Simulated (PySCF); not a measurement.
**How the numerical set-up moves the result for Al2⁺**

The method stays; parts of the set-up, such as the basis or the Hamiltonian, are changed.

The runs use PySCF 2.14.0; method and basis as typed in the scripts.

2 further runs of the same task are left out: 2 that didn't finish.

**1. Where the work starts**

Al2⁺: 2 atoms, charge 1, spin multiplicity 2.

Bond lengths: Al1–Al2 2.615 Å.

**2. The run that the others are compared with**

Contents of input.py:

```python
from pyscf import gto, scf, mcscf

mol = gto.M(
    atom='Al 0 0 0; Al 0 0 2.615',
    basis='cc-pcvdz',
    charge=1,
    spin=1,
    verbose=3,
)
mf = scf.ROHF(mol)
mf = mf.density_fit(auxbasis='def2-universal-jkfit')
mf.kernel()
mc = mcscf.CASSCF(mf, 5, 5)
mc.kernel()
mc.analyze()
mf.dip_moment()
print('orbital energies (hartree):', mf.mo_energy[..., max(0, mol.nelec[1]-3):mol.nelec[0]+3].round(4))
```

Launch:

```bash
$ OMP_NUM_THREADS=1 python input.py
```

The log of this run is left out.

In short: E(SCF) = -483.545631 Eh, E(CAS) − E(SCF) = -0.02471 Eh.

The bond length is a typed value, not an optimised one. The dipole of an ion depends on the origin.

**3. Minao**

Variant 1 changes basis set: cc-pcvdz → minao.

input.py, as its differences from that of step 2:

```diff
@@ -4,3 +4,3 @@
     atom='Al 0 0 0; Al 0 0 2.615',
-    basis='cc-pcvdz',
+    basis='minao',
     charge=1,
```

Launch:

```bash
$ OMP_NUM_THREADS=1 python input.py
```

The program printed:

```text
converged SCF energy = -483.521372276923
CASSCF energy = -483.536462175444
CASCI E = -483.536462175444  E(CI) = -5.36319211559623  S^2 = 0.7500000

WARN: System has nonzero charge 1; the dipole moment is origin-dependent.
Location of origin: [0. 0. 0.]

Dipole moment(X, Y, Z, Debye):  0.00000,  0.00000,  6.28019
orbital energies (hartree): [-3.504  -0.7157 -0.5537 -0.3059 -0.2178 -0.2156 -0.1371]
```

Wall time 1 s (1 thread of Arm Neoverse V1, shared host).

Result: E(SCF) = -483.521372 Eh (+0.6601 eV from the base), E(CAS) − E(SCF) = -0.01509 Eh.

**4. Def2-svpd**

Variant 2 changes basis set: cc-pcvdz → def2-svpd.

input.py, as its differences from that of step 2:

```diff
@@ -4,3 +4,3 @@
     atom='Al 0 0 0; Al 0 0 2.615',
-    basis='cc-pcvdz',
+    basis='def2-svpd',
     charge=1,
```

Launch:

```bash
$ OMP_NUM_THREADS=1 python input.py
```

The program printed:

```text
converged SCF energy = -483.379427259948
CASSCF energy = -483.404382398703
CASCI E = -483.404382398703  E(CI) = -5.39175500491774  S^2 = 0.7500000

WARN: System has nonzero charge 1; the dipole moment is origin-dependent.
Location of origin: [0. 0. 0.]

Dipole moment(X, Y, Z, Debye): -0.00000,  0.00000,  6.28019
orbital energies (hartree): [-3.449  -0.6962 -0.5278 -0.291  -0.2066 -0.1942 -0.1204]
```

Wall time 2.6 s (1 thread of Arm Neoverse V1, shared host).

Outcome: E(SCF) = -483.379427 Eh (+4.5226 eV from the base), E(CAS) − E(SCF) = -0.02496 Eh.

**5. Spin-free X2C on**

Variant 3 changes spin-free X2C: off → on.

input.py, as its differences from that of step 2:

```diff
@@ -10,2 +10,3 @@
 mf = scf.ROHF(mol)
+mf = mf.sfx2c1e()
 mf = mf.density_fit(auxbasis='def2-universal-jkfit')
```

Launch:

```bash
$ OMP_NUM_THREADS=1 python input.py
```

The program printed:

```text
converged SCF energy = -484.340932549187
CASSCF energy = -484.365373156180
CASCI E = -484.365373156180  E(CI) = -5.41223771525512  S^2 = 0.7500000
Dipole moment(X, Y, Z, Debye):  0.00000, -0.00000,  6.28019
orbital energies (hartree): [-3.4431 -0.6967 -0.5311 -0.2893 -0.203  -0.1927 -0.1186]
```

Wall time 3.7 s (1 thread of Arm Neoverse V1, shared host).

Outcome: E(SCF) = -484.340933 Eh (-21.6412 eV from the base), E(CAS) − E(SCF) = -0.02444 Eh.

**6. 6-31g**

Variant 4 changes basis set: cc-pcvdz → 6-31g.

input.py, as its differences from that of step 2:

```diff
@@ -4,3 +4,3 @@
     atom='Al 0 0 0; Al 0 0 2.615',
-    basis='cc-pcvdz',
+    basis='6-31g',
     charge=1,
```

Launch:

```bash
$ OMP_NUM_THREADS=1 python input.py
```

The program printed:

```text
converged SCF energy = -483.501542108081
CASSCF energy = -483.526778587278
CASCI E = -483.526778587278  E(CI) = -5.39538081104604  S^2 = 0.7500000

WARN: System has nonzero charge 1; the dipole moment is origin-dependent.
Location of origin: [0. 0. 0.]

Dipole moment(X, Y, Z, Debye):  0.00000,  0.00000,  6.28019
orbital energies (hartree): [-3.4505 -0.7034 -0.5326 -0.2889 -0.2045 -0.1959 -0.1247]
```

Wall time 1.3 s (1 thread of Arm Neoverse V1, shared host).

Outcome: E(SCF) = -483.501542 Eh (+1.1997 eV from the base), E(CAS) − E(SCF) = -0.02524 Eh.

**7. Lanl2dz (core potential on)**

Variant 5 changes basis set: cc-pcvdz → lanl2dz; core potential: off → on. The core potential changes with it: totals don't compare.

input.py, as its differences from that of step 2:

```diff
@@ -4,3 +4,4 @@
     atom='Al 0 0 0; Al 0 0 2.615',
-    basis='cc-pcvdz',
+    basis='lanl2dz',
+    ecp={'Al': 'lanl2dz'},
     charge=1,
```

Launch:

```bash
$ OMP_NUM_THREADS=1 python input.py
```

The program printed:

```text
converged SCF energy = -3.52757418685079
CASSCF energy = -3.55403451505326
CASCI E = -3.55403451505326  E(CI) = -5.37529451439551  S^2 = 0.7500000

WARN: System has nonzero charge 1; the dipole moment is origin-dependent.
Location of origin: [0. 0. 0.]

Dipole moment(X, Y, Z, Debye): -0.00000,  0.00000,  6.28019
orbital energies (hartree): [-0.7058 -0.5348 -0.2953 -0.2115 -0.2026 -0.1301]
```

Run time: 1.1 s. Hardware: 1 thread of Arm Neoverse V1, shared host.

Outcome: E(SCF) = -3.527574 Eh, E(CAS) − E(SCF) = -0.02646 Eh.

**8. All runs together**

| run | E(SCF) (hartree) | from base (eV) | functions | after the SCF |
| --- | --- | --- | --- | --- |
| base | -483.545631 | 0 | 54 | CASSCF correlation -0.672 eV |
| minao | -483.521372 | +0.6601 | 18 | CASSCF correlation -0.411 eV |
| def2-svpd | -483.379427 | +4.5226 | 48 | CASSCF correlation -0.679 eV |
| spin-free X2C on | -484.340933 | -21.6412 | 54 | CASSCF correlation -0.665 eV |
| 6-31g | -483.501542 | +1.1997 | 26 | CASSCF correlation -0.687 eV |
| lanl2dz (core potential on) | -3.527574 | not comparable | 16 | CASSCF correlation -0.720 eV |

Wall time on 1 thread of Arm Neoverse V1, shared host, start-up included: base 3.5 s; minao 1 s; def2-svpd 2.6 s; spin-free X2C on 3.7 s; 6-31g 1.3 s; lanl2dz (core potential on) 1.1 s.

What this shows: Of the runs whose energies can be compared, “spin-free X2C on” moves the SCF energy most (-21.641 eV). minao (18 functions) gives an energy 0.66 eV higher than cc-pcvdz (54). def2-svpd (48 functions) gives an energy 4.52 eV higher than cc-pcvdz (54). Scalar relativity lowers the total energy by 21.64 eV, nearly all of it in the inner shells; a basis contracted without relativity catches only part of it. 6-31g (26 functions) gives an energy 1.20 eV higher than cc-pcvdz (54).
